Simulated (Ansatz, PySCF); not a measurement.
H2O, SMILES O. Atoms are numbered in the order given.

```xyz
3

O      0.0000     0.0000    -0.1247
H      0.0000    -0.7649     0.4609
H      0.0000     0.7649     0.4609
```
Charge 0, spin multiplicity 1.

The structure is a stationary point at B3LYP-D3(BJ)/def2-TZVPD.

Two levels are set side by side: PBE-D3(BJ)/def2-TZVPD (Ansatz, a first-principles code) and B3LYP-D3(BJ)/def2-TZVPD (PySCF). Each level has its own optimised geometry; the coordinates shown are those of the second. Frequencies come from the Hessian of PySCF at each geometry. Differences are taken from unrounded values.

```
quantity                            B3LYP-D3(BJ)  PBE-D3(BJ)  PBE-D3(BJ) minus B3LYP-D3(BJ)
----------------------------------  ------------  ----------  -----------------------------
mean bond length (Å)                       0.963       0.972                          0.008
bond O1–H2 (Å)                             0.963       0.972                          0.008
bond O1–H3 (Å)                             0.963       0.972                          0.008
highest harmonic wavenumber (cm⁻¹)          3887        3794                            -93
mean harmonic wavenumber (cm⁻¹)             3099        3025                            -74
zero-point energy (kcal/mol)               13.29       12.97                          -0.32
```

Exact exchange shortens and stiffens bonds; PBE has none. Differences between two approximate levels are no errors against the true value.
